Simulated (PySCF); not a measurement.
**O: electron affinity**

O⁻ [He] 2s2 2p5 (2P) → O [He] 2s2 2p4 (3P), as a difference of total energies. Computed with PySCF 2.14 in dyall-acv3z, with no relativity, point nucleus. Correlated levels: valence: 1s2 frozen; valence and next inner shell: nothing frozen; virtual orbitals above 40 to 60 times the deepest correlated orbital energy dropped. The calculations carry no spin-orbit coupling.

| method | electron affinity (eV) | error (eV) |
| --- | --- | --- |
| UHF | -0.574 | -2.035 |
| LDA | 2.073 | +0.612 |
| PBE | 1.793 | +0.332 |
| PBE0 | 1.394 | -0.067 |
| r2SCAN | 1.521 | +0.060 |
| CAM-B3LYP | 1.657 | +0.196 |
| B97-3 | 1.465 | +0.004 |
| MN15 | 1.460 | -0.001 |
| M06 | 1.410 | -0.051 |
| MP2 (valence) | 1.420 | -0.041 |
| SCS-MP2 (valence) | 1.386 | -0.075 |
| MP2 (valence and next inner shell) | 1.424 | -0.037 |
| SCS-MP2 (valence and next inner shell) | 1.386 | -0.075 |

Reference: 1.461 eV (measured; photodetachment measurements, as compiled on the Wikipedia data page of electron affinities).

Errors of the correlated levels include the incompleteness of this basis and the frozen core.

A negative affinity means that the anion lies above the atom at that level of theory.

In the anion the highest occupied orbital energy is positive at LDA, PBE, PBE0, r2SCAN, B97-3, MN15, M06, a self-interaction effect; the basis confines that electron, and the energy difference can still be sensible.
